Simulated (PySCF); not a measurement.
Methyl propyl ether, C4H10O.
Atom-mapped SMILES: `[CH3:1][CH2:2][CH2:3][O:4][CH3:5]` (hydrogens: H6, H7, H8 on C1; H9, H10 on C2; H11, H12 on C3; H13, H14, H15 on C5)

Structure used (PBE0-D3(BJ)/def2-SVP), in Å, numbered top down from 1:
```
atom  x, y, z in Å
C1    -1.9764   -0.9302   -0.7530
C2    -0.4682   -0.7672   -0.8337
C3     0.0766    0.1845    0.2090
O4     1.4624    0.2809    0.0681
C5     2.0559    1.1391    0.9872
H6    -2.3453   -1.6250   -1.5217
H7    -2.4951    0.0310   -0.8999
H8    -2.2883   -1.3260    0.2272
H9    -0.1712   -0.3942   -1.8278
H10    0.0343   -1.7403   -0.7072
H11   -0.1887   -0.1738    1.2280
H12   -0.3982    1.1842    0.0981
H13    3.1386    1.1462    0.7977
H14    1.8859    0.8133    2.0337
H15    1.6775    2.1776    0.8943
```

Computed with PBE0-D3(BJ)/def2-SVP geometry optimisation, gas phase (PySCF 2.14.0).

Take the most abundant isotopes and a rigid rotor. The values belong to one conformer with, in the numbering `[CH3:1][CH2:2][CH2:3][O:4][CH3:5]`, C1–C2–C3–O4 180°, C2–C3–O4–C5 180°.

Q: Give the principal moments of inertia and the rotational constants in cm⁻¹.

A: Ia = 24.89, Ib = 237.10, Ic = 249.25 u·Å²; 505379 MHz·u·Å²/I gives 20307, 2132 and 2028 MHz, that is A = 0.67735, B = 0.07110, C = 0.06763 cm⁻¹.

Q: Classify the top.

A: A near-prolate asymmetric top; Ray's κ = -0.989.

Q: What does the inertial defect say?

A: Not planar: Δ = Ic − Ia − Ib = -12.73 u·Å². For a rigid frame Δ = −2 Σ m c², so Σ m c² = 6.37 u·Å² lies off the ab plane, practically all of it from hydrogen. The atom farthest from that plane is 0.90 Å away.

Q: Give the other two planar moments, Paa and Pbb, and the rms extents of the mass along the axes.

A: Paa = Σ m a² = (Ib + Ic − Ia)/2 = 230.73 and Pbb = Σ m b² = (Ia + Ic − Ib)/2 = 18.52 u·Å². With the mass M = 74.07 u, the rms extents √(P/M) along a, b and c are 1.76, 0.50, 0.29 Å.

Q: Which types of transition are allowed, and where do some lines up to J = 2 fall?

A: The dipole components are |μa| = 0.00 D, |μb| = 1.07 D, |μc| = 0.00 D; the mirror of this Cs structure is the ab plane, so μc vanishes by symmetry and there are no c-type lines. Intensities carry the squares of the components, which stand as 0.00 : 1.00 (a : b). Some lines, for components of 0.1 D or more:

```
type  branch         J(Ka,Kc)    MHz  lower level (cm⁻¹)
   b       Q  1(1,0) ← 1(0,1)  18279               0.139
   b       Q  2(1,1) ← 2(0,2)  18383               0.416
   b       R  1(1,1) ← 0(0,0)  22334               0.000
   b       R  2(1,2) ← 1(0,1)  26389               0.139
   b       Q  2(2,0) ← 2(1,1)  54526               1.029
   b       Q  2(2,1) ← 2(1,2)  54837               1.019
   b       R  2(2,1) ← 1(1,0)  62947               0.748
   b       R  2(2,0) ← 1(1,1)  63052               0.745
```

Q: Estimate the classical rotational partition function at 50 K, 100 K and 298.15 K.

A: Point group Cs, symmetry number σ = 1; q = (√π/σ)·√((kT/h)³/(ABC)), k/h = 20836.6 MHz/K: 6360 at 50 K, 18000 at 100 K, 92600 at 298.15 K.

Not checked by PBE0-D3(BJ)/def2-SVP frequencies. Constants of a rigid frame at the computed geometry: no zero-point averaging, no centrifugal distortion. A rigid rotor knows nothing of internal rotation, which can split or shift real lines.
